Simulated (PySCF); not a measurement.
SiCl₂⁺, doublet: computed properties

All numbers come from PySCF, UPBE0, basis Si def2-TZVP, Cl def2-TZVP (no relativity, density fitting).

The structure is a minimum.

```xyz
3
charge 1 multiplicity 2, angstrom
Si    0.0000    0.0000   -0.6751
Cl    1.7205    0.0000    0.2701
Cl   -1.7205    0.0000    0.2701
```

```
Point group                                                                   : C2v
Bond lengths                                                                  : Si–Cl 1.963 Å (×2)
Bond angles                                                                   : Cl–Si–Cl 122.4°
Rotational symmetry number                                                    : 2
Lowest empty level (β)                                                        : -10.88 eV
Rotational constants                                                          : 0.9444, 0.08143, 0.07496 cm⁻¹
Entropy at 298.15 K and 1 bar (electronic part: spin only)                    : 284.1 J/(mol K)
Principal polarisabilities                                                    : 30.6, 36.3, 61.0 bohr³
Dipole moment about the centre of mass                                        : 1.77 D
Zero-point energy                                                             : 8.7 kJ/mol
Heat capacity Cp at 298.15 K                                                  : 49.1 J/(mol K)
Principal quadrupole moments (Buckingham, traceless) about the centre of mass : -4.32, -2.02, 6.35 D Å
Spin squared ⟨S²⟩                                                             : 0.755
Highest occupied level (α)                                                    : -14.54 eV
Enthalpy at 298.15 K above 0 K                                                : 12.21 kJ/mol
```

Harmonic modes (masses in u: Si 27.977, Cl 34.969):
```
symmetry  ω (cm⁻¹)  IR (km/mol)  μ (u)
      a1       185          8.2  32.44
      a1       555         28.8  31.77
      b2       723          178  30.03
```

In C2v the vibrations span 2a1 + b2. Here b1 is antisymmetric to the molecular plane and b2 lies in it.

Charges (e):
```json
{"atom": "Si1", "Mulliken": "0.76", "Löwdin": "-0.06", "polar tensor": "1.32", "spin (Mulliken)": "0.71", "Mayer order to Si1": "–"}
{"atom": "Cl2,3", "Mulliken": "0.12", "Löwdin": "0.53", "polar tensor": "-0.16", "spin (Mulliken)": "0.14", "Mayer order to Si1": "1.58"}
```

Mulliken populations on Si1: s 5.32, p 7.46, d 0.40, f 0.06.

Outer orbital energies (eV). α occupied: -21.46, -18.89, -17.39, -17.21, -16.37, -16.19, -14.54; empty: -9.32, -6.32, -5.21, -2.33. β occupied: -20.86, -18.43, -17.11, -17.01, -16.34, -16.06; empty: -10.88, -8.51, -5.93, -4.38.

Only a few start shapes were tried, so a lower isomer may exist.

The final relaxation and frequency run took 20 s on 4 threads of a shared Arm Neoverse V1 host, with 111 basis functions and 9 gradients; the process peaked at 1 GiB. Launch command: `OMP_NUM_THREADS=4 python axn.py task.json out`.
